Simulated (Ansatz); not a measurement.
A run of Ansatz (development build ahead of 0.2.0) on singlet C₄H₅N at this shape:

```yaml
atoms:
  - { symbol: N, position_ang: [1.2201, 0.0119, 0.0306] }
  - { symbol: C, position_ang: [0.3452, 1.0838, -0.0209] }
  - { symbol: C, position_ang: [-0.9177, 0.6646, 0.0077] }
  - { symbol: C, position_ang: [-0.9372, -0.6804, -0.0437] }
  - { symbol: C, position_ang: [0.3509, -1.1269, 0.0478] }
  - { symbol: H, position_ang: [2.2273, 0.0360, -0.0176] }
  - { symbol: H, position_ang: [0.7050, 2.2027, 0.0277] }
  - { symbol: H, position_ang: [-1.8086, 1.3112, 0.0318] }
  - { symbol: H, position_ang: [-1.8483, -1.3300, -0.0487] }
  - { symbol: H, position_ang: [0.7256, -2.1909, -0.0327] }
```

Its results:

```json
{
 "Converged": "yes",
 "Total energy": "-208.63452 hartree",
 "Spin squared of the determinant": "0.000"
}
```

**Question.** Which input gives this output? Name the method, the orbitals and the basis set, and write the input.

**Answer.** RHF in def2-SVP. An unrestricted run that stays on the closed shell gives the same numbers.

```yaml
crystal:
  periodic: [false, false, false]
  atoms:
    - { symbol: "N", position_ang: [1.2201, 0.01188, 0.03063] }
    - { symbol: C, position_ang: [0.34524, 1.08381, -0.02089] }
    - { symbol: C, position_ang: [-0.91766, 0.66459, 0.00773] }
    - { symbol: C, position_ang: [-0.93718, -0.68043, -0.04371] }
    - { symbol: C, position_ang: [0.35095, -1.12687, 0.04782] }
    - { symbol: H, position_ang: [2.22727, 0.03604, -0.01759] }
    - { symbol: H, position_ang: [0.70502, 2.20273, 0.02767] }
    - { symbol: H, position_ang: [-1.80856, 1.31124, 0.0318] }
    - { symbol: H, position_ang: [-1.8483, -1.33005, -0.04869] }
    - { symbol: H, position_ang: [0.72558, -2.19092, -0.03271] }
basis:
  gaussian: { orbitals: def2-SVP }
hamiltonian:
  xc: hf
```
